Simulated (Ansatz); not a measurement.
2H WS2, treated with r²SCAN+rVV10 (plane waves, PAW; Ansatz, a program for electronic structure).

Numerical settings: plane-wave cutoff 560 eV, 12×12×4 k mesh (along the axes of the cell as run), Fermi–Dirac smearing 0.01 eV, no spin polarisation, scalar-relativistic PAW data made under PBE.

Cell (relaxed at this level):

```cif
data_S4W2
_chemical_formula_sum 'W2 S4'
_space_group_name_H-M_alt 'P 1'
_space_group_IT_number 1
_cell_length_a 3.16984
_cell_length_b 3.16984
_cell_length_c 12.49386
_cell_angle_alpha 90.000
_cell_angle_beta 90.000
_cell_angle_gamma 120.000
loop_
_space_group_symop_operation_xyz
  'x, y, z'
loop_
_atom_site_label
_atom_site_type_symbol
_atom_site_fract_x
_atom_site_fract_y
_atom_site_fract_z
_atom_site_occupancy
W1 W 0.33333 0.66667 0.25000 1
W2 W 0.66667 0.33333 0.75000 1
S1 S 0.33333 0.66667 0.87508 1
S2 S 0.66667 0.33333 0.37508 1
S3 S 0.66667 0.33333 0.12492 1
S4 S 0.33333 0.66667 0.62492 1
```

Question: Estimate the bulk modulus, band gap, smallest direct gap on the k points sampled and direct gap at Γ that the calculation returns.

Answer: 
* **bulk modulus**: 40.6 GPa
* **band gap**: 1.13 eV
* **smallest direct gap on the k points sampled**: 1.90 eV
* **direct gap at Γ**: 2.43 eV

Measured, for comparison: bulk modulus 61 ± 1 GPa (room temperature, not corrected to a static lattice; as tabulated in High pressure x-ray diffraction study of tungsten disulfide, J. Phys. Chem. …). Computed (rounded) less measured: bulk modulus -33 %.

Note: the bulk modulus comes from volumes at which shape and atoms were relaxed.

Spin–orbit coupling is not included.

Computing time: around 11 core-minutes (rough).
